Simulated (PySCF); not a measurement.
## Nuclear quadrupole coupling in `CC(C)C[PH2]=S`

C4H11PS.
Structure used (PBE0-D3(BJ)/def2-SVP), in Å, numbered top down from 1:
```xyz
17
C4H11PS angstrom
C     -0.6099    1.2451    0.8177
C     -0.5484    0.3231   -0.3945
C     -1.7924   -0.5503   -0.5041
C      0.7094   -0.5477   -0.3942
P      2.2699    0.4107   -0.4558
S      2.3643    1.8324   -1.7752
H     -1.5369    1.8380    0.8080
H     -0.5898    0.6733    1.7608
H      0.2286    1.9594    0.8257
H     -0.4867    0.9591   -1.2954
H     -1.7638   -1.1826   -1.4048
H     -2.7018    0.0676   -0.5568
H     -1.8920   -1.2142    0.3708
H      0.7544   -1.2007    0.4966
H      0.7240   -1.1978   -1.2844
H      3.2423   -0.6276   -0.5486
H      2.4760    0.7879    0.9038
```

Field gradients from the PBE0/pcSseg-1 density (PySCF, non-relativistic), principal values in atomic units, ordered |Vxx| ≤ |Vyy| ≤ |Vzz|:

| atom | Vxx | Vyy | Vzz |
| --- | --- | --- | --- |
| S6 | -1.2181 | -1.2641 | 2.4822 |

**Question.** Find the asymmetry η = (Vxx − Vyy)/Vzz and the couplings χ = eQV/h (234.96 MHz × Q in barn × V in au), with Q(33S) = −0.0678 b.

**Answer.** 
| atom | environment | nucleus | η | χzz (MHz) | χxx (MHz) | χyy (MHz) |
| --- | --- | --- | --- | --- | --- | --- |
| S6 | sulfur bonded to P | 33S | 0.02 | -39.54 | 19.40 | 20.14 |

The gradient is axial or nearly so (η below 0.05) at S6. The tensor is traceless: Vxx + Vyy + Vzz = 0.

**Question.** What is Vzz at S6 in SI units (1 au = 9.71736 × 10²¹ V/m²)?

**Answer.** 2.4822 au = 24.121 × 10²¹ V/m².

**Question.** What couplings would deuterons (Q(2H) = 0.00286 b) have in place of the hydrogens, at this geometry?

**Answer.** 
```json
{"atom": "H7", "bonded to": "C1", "bond length (Å)": "1.100", "Vzz (au)": "0.2923", "η": "0.03", "χzz (kHz)": "196"}
{"atom": "H8", "bonded to": "C1", "bond length (Å)": "1.103", "Vzz (au)": "0.2885", "η": "0.02", "χzz (kHz)": "194"}
{"atom": "H9", "bonded to": "C1", "bond length (Å)": "1.101", "Vzz (au)": "0.2874", "η": "0.04", "χzz (kHz)": "193"}
{"atom": "H10", "bonded to": "C2", "bond length (Å)": "1.104", "Vzz (au)": "0.2711", "η": "0.02", "χzz (kHz)": "182"}
{"atom": "H11", "bonded to": "C3", "bond length (Å)": "1.101", "Vzz (au)": "0.2916", "η": "0.03", "χzz (kHz)": "196"}
{"atom": "H12", "bonded to": "C3", "bond length (Å)": "1.101", "Vzz (au)": "0.2918", "η": "0.02", "χzz (kHz)": "196"}
{"atom": "H13", "bonded to": "C3", "bond length (Å)": "1.103", "Vzz (au)": "0.2882", "η": "0.03", "χzz (kHz)": "194"}
{"atom": "H14", "bonded to": "C4", "bond length (Å)": "1.105", "Vzz (au)": "0.2820", "η": "0.03", "χzz (kHz)": "189"}
{"atom": "H15", "bonded to": "C4", "bond length (Å)": "1.102", "Vzz (au)": "0.2847", "η": "0.04", "χzz (kHz)": "191"}
{"atom": "H16", "bonded to": "P5", "bond length (Å)": "1.426", "Vzz (au)": "0.1599", "η": "0.01", "χzz (kHz)": "107"}
{"atom": "H17", "bonded to": "P5", "bond length (Å)": "1.426", "Vzz (au)": "0.1590", "η": "0.01", "χzz (kHz)": "107"}
```

One conformer (not necessarily the lowest) at the PBE0-D3(BJ)/def2-SVP geometry, without solvent, vibrations or thermal averaging. These gradients aren't converged with respect to the basis.
